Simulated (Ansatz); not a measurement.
Start from `CSCS` and change one atom or group to get `CSC`.

Ansatz, PBE0-D4/def2-TZVP geometries, multiplicity 1. Each molecule was computed in one conformer, which needn't be the lowest.

| property | `CSCS` |
| --- | --- |
| ideal-gas entropy at 298 K and 1 bar (rigid rotor, harmonic PBE0-D4/def2-TZVP) / J/(mol·K) | 327 |
| HOMO–LUMO gap (B3LYP/def2-TZVPP) / eV | 6.11 |
| HOMO–LUMO gap (ωB97M-V/def2-TZVPP) / eV | 10.69 |
| HOMO–LUMO gap (PBE0/def2-TZVPP) / eV | 6.60 |
| HOMO energy (B3LYP/def2-TZVPP) / eV | -6.26 |
| size of the dipole moment (ωB97M-V/def2-TZVPP) / D | 0.59 |

Give the same properties after the change, and the shifts. (Estimate.)

Ansatz gave: 
```csv
property,`CSC`,shift
"ideal-gas entropy at 298 K and 1 bar (rigid rotor, harmonic PBE0-D4/def2-TZVP) / J/(mol·K)",283,-44
HOMO–LUMO gap (B3LYP/def2-TZVPP) / eV,6.75,0.64
HOMO–LUMO gap (ωB97M-V/def2-TZVPP) / eV,11.24,0.55
HOMO–LUMO gap (PBE0/def2-TZVPP) / eV,7.27,0.67
HOMO energy (B3LYP/def2-TZVPP) / eV,-6.01,0.25
size of the dipole moment (ωB97M-V/def2-TZVPP) / D,1.51,0.92
```

With PBE0 the HOMO rises by 0.26 eV and the LUMO rises by 0.93 eV, so the gap widens by about 0.67 eV. PBE moves the HOMO by 0.29 eV and ωB97M-V by 0.21 eV. The zero-point energy changes by -0.5 kJ/mol with -3 modes. Dipoles are sizes alone; their direction can turn.

B3LYP here is the variant with VWN-RPA as its local correlation; programs differ in this.
